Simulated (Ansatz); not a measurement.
# PH2+ (singlet): wave-function methods side by side at scale of all distances = 1.112, cc-pVDZ

An exercise on one series of results from a longer session: the logs are not shown, and one member is left open.

Computed with Ansatz 0.2.0, Gaussian basis. Level: cc-pVDZ, core rule «outside noble gas», up to 5 orbitals frozen.

Plan: UHF; CCSD(T) on RHF; CCSD(T) on UHF; BCCD(T) on RHF; CISD; CCSDT(Q) on RHF; CCSDT(Q) on UHF; CISDTQ; CCSDTQ on RHF; CASSCF and MRCISD+Q, 2 electrons in 2 orbitals; CASSCF and NEVPT2, 2 electrons in 2 orbitals; CASSCF and MRCISD+Q, 6 electrons in 6 orbitals; CASSCF and NEVPT4(SD), 6 electrons in 6 orbitals; CASSCF and NEVPT2, 6 electrons in 6 orbitals; Full CI.

17 further runs of the same task are left out: 12 that didn't finish, 5 set aside as unsound or not needed.

**The geometry**

The geometry derives from a PBE0/def2-TZVP stationary point (not a proven minimum). All distances are scaled together.

3 atoms, charge 1, spin multiplicity 1.

Atoms are counted from 1 here; the program's logs count them from 0.

Bond lengths: P1–H2 1.589 Å, P1–H3 1.589 Å. Angles: H2–P1–H3 91.7°.

Set-up of the first run:

Input file in.yaml:

```yaml
crystal:
  periodic: [false, false, false]
  atoms:
    - {symbol: P, position_ang: [0.000000, -0.067637, 0.000000]}
    - {symbol: H, position_ang: [0.000000, 1.039242, -1.140419]}
    - {symbol: H, position_ang: [0.000000, 1.039240, 1.140420]}
basis:
  gaussian: {orbitals: cc-pVDZ}
total_charge: 1
magnetization: {spin_polarized: true, initial_magnetization: 0}
hamiltonian: {xc: hf}
output: {orbitals: {seedname: orbitals}}
```

Run with:

```sh
$ ansatz run in.yaml --threads 1 --pin off --events-out ev --progress --plain --max-ram 2393MiB
```

Steps of the session up to this table: UHF; CCSD(T) on RHF; CCSD(T) on UHF; BCCD(T) on RHF; CISD; CCSDT(Q) on RHF; CCSDT(Q) on UHF; CISDTQ; CCSDTQ on RHF; CASSCF and MRCISD+Q, 2 electrons in 2 orbitals; CASSCF and NEVPT2, 2 electrons in 2 orbitals; CASSCF and MRCISD+Q, 6 electrons in 6 orbitals; CASSCF and NEVPT4(SD), 6 electrons in 6 orbitals; CASSCF and NEVPT2, 6 electrons in 6 orbitals; Full CI.

One of the session's tables, all rows but one given; the rest of the session is left out.

It belongs to the step «Misses and costs». 

| method | from FCI (meV) |
| --- | --- |
| RHF | +3670.2 |
| UHF | +3576.2 |
| RMP2 | +954.0 |
| CISD | +263.2 |
| RCCSD | +102.2 |
| RCCSD(T) | +23.7 |
| BCCD(T) | ? |
| RCCSDT | +4.7 |
| CISDTQ | +5.8 |
| RCCSDT(Q) | +0.9 |
| RCCSDTQ | +0.1 |
| CASSCF valence | +1942.1 |
| NEVPT2 valence | +553.9 |
| NEVPT4(SD) valence | +83.4 |
| MRCISD valence | +79.8 |
| MRCISD+Q valence | +8.3 |
| FCI | 0 |

Q: Estimate the row for BCCD(T) from the others.

As computed: from FCI (meV): +23.6. In the column «from FCI (meV)» it lies between MRCISD+Q valence (+8.3) and RCCSD(T) (+23.7).

Not comparable, so not listed: CCSD(T) on UHF; CCSDT(Q) on UHF (they don't share determinant, frozen orbitals or solution with the rows shown, or repeat one).

To keep in mind: Left out of the table: CASSCF pair, NEVPT2 pair, MRCISD pair, MRCISD+Q pair (the active space lost an orbital or holds another state than full CI finds). Warnings in the runs' records: passed over end.
